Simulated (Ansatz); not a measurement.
Start from `CCNN` and change one atom or group to get `CCNCN`.

Ansatz, PBE0-D4/def2-TZVP geometries, multiplicity 1. Each molecule was computed in one conformer, which needn't be the lowest.

```tsv
property	`CCNN`
HOMO energy (ωB97M-V/def2-TZVPP) / eV	-8.98
LUMO energy (B3LYP/def2-TZVPP) / eV	0.61
HOMO–LUMO gap (B3LYP/def2-TZVPP) / eV	6.96
size of the dipole moment (ωB97M-V/def2-TZVPP) / D	1.70
HOMO–LUMO gap (PBE/def2-TZVPP) / eV	5.24
HOMO energy (PBE/def2-TZVPP) / eV	-5.10
```

(1) Give the same properties after the change, and the shifts. (An estimate is asked.)

## Answers

(1) The calculation gave: 
```tsv
property	`CCNCN`	shift
HOMO energy (ωB97M-V/def2-TZVPP) / eV	-8.68	0.30
LUMO energy (B3LYP/def2-TZVPP) / eV	0.87	0.26
HOMO–LUMO gap (B3LYP/def2-TZVPP) / eV	6.97	0.01
size of the dipole moment (ωB97M-V/def2-TZVPP) / D	1.09	-0.61
HOMO–LUMO gap (PBE/def2-TZVPP) / eV	5.32	0.08
HOMO energy (PBE/def2-TZVPP) / eV	-4.91	0.19
```

Dipoles are sizes alone; their direction can turn.

B3LYP here is the variant with VWN-RPA as its local correlation; programs differ in this.
